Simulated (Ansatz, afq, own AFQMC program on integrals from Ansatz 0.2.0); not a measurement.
Integrals from Ansatz 0.2.0, then the random walk in our own AFQMC program (afq).

```yaml
crystal:
  periodic: [false, false, false]
  atoms:
    - {symbol: Se, position_ang: [0.000000, 0.000000, 0.000000]}
basis:
  gaussian: {orbitals: cc-pVTZ}
magnetization: {spin_polarized: true, initial_magnetization: 4}
correlation: {method: ccsd_t, electrons: outside_noble_gas, hamiltonian_folder: ham}
```

```sh
$ ansatz run in.yaml --threads 1 --pin off --events-out ev --progress --plain --max-ram 24576MiB --backend cuda --devices 0, --max-vram 18GiB
```

Options of the walk:

```
--method free --trial cisd --walkers 4000 --time-step 0.03 --max-blocks 4000 --target-error 0.0003 --factor-cut 1e-05 --seed 9938 --times 0,0.3,0.6,1.2,1.8,2.4,3.6,4.8,6 --taylor-order 8
```

Times are imaginary, in 1/Eh. The walk had a cap of 61 s. Filled inner d shells are frozen with the cores.

afq prints:

```
orbitals 29  electrons 5 1  factors 204 of 286
reference energy -2399.50490540 Eh
CCSD correlation -0.11434731 Eh in 8 cycles, weight of the determinant in the CISD state 0.9340
repeat  energy at the last time / Eh  error
    10  -2399.624971  0.000068
    20  -2399.624970  0.000051
    30  -2399.624999  0.000042
time / (1/Eh)  energy / Eh  error  mean overlap
  0.00  -2399.619253  0.000005  1.0708
  0.30  -2399.622504  0.000016  1.0711
  0.60  -2399.623792  0.000020  1.0700
  1.20  -2399.624623  0.000023  1.0715
  1.80  -2399.624892  0.000029  1.0729
  2.40  -2399.624937  0.000033  1.0761
  3.60  -2399.625001  0.000032  1.0788
  4.80  -2399.625050  0.000034  1.0806
  6.00  -2399.624987  0.000043  1.0871
energy -2399.624987 +/- 0.000043 Eh
```

The run passed its tests (error under three times the target), which doesn't prove that it has relaxed.

Against this walk (error 1.2 meV) on the same determinant: CCSD(T) 25.4 meV higher, CCSDT(Q) 0.0 meV lower (within the noise), CCSDTQ 0.6 meV lower (within the noise), full CI 0.8 meV lower (within the noise). The error is statistical, and a free projection of finite length keeps a remainder of its start. The last points scatter (meV from the last: 2.6 ± 0.8 at 1.80, 1.4 ± 0.9 at 2.40, -0.4 ± 0.9 at 3.60, -1.7 ± 0.9 at 4.80, 0.0 ± 1.2 at 6.00); the last is the one printed as the energy, and the gaps above move with that scatter.

Cautions: remainder of the start not in the error; no relativity below Rb; no spin-orbit coupling; inner d shell frozen; another spin lies lower (by 10.07 eV); in this basis the state lies above a state of the ion, a sign that the basis lacks the diffuse functions it needs, so its energy is an artefact of the basis; the search met a lower determinant of the same kind, perhaps of another symmetry (20 meV lower), and this one is a saddle point.

The walk took 13 s on 1 × NVIDIA H100 80GB HBM3 with 2 threads of AMD EPYC 7R13 Processor (Zen 3), with other jobs on the host (the card was shared). The log's last line is the free-projection energy.

CCSDT and higher add their correlation energy to the determinant of the CCSD(T) run, since their own runs factorise the integrals more tightly (a shift of under 2 meV). A walk keeps the symmetry of its determinant, which the program's search chose and which needn't be the lowest solution, so a lower state of the same spin and another symmetry isn't excluded.
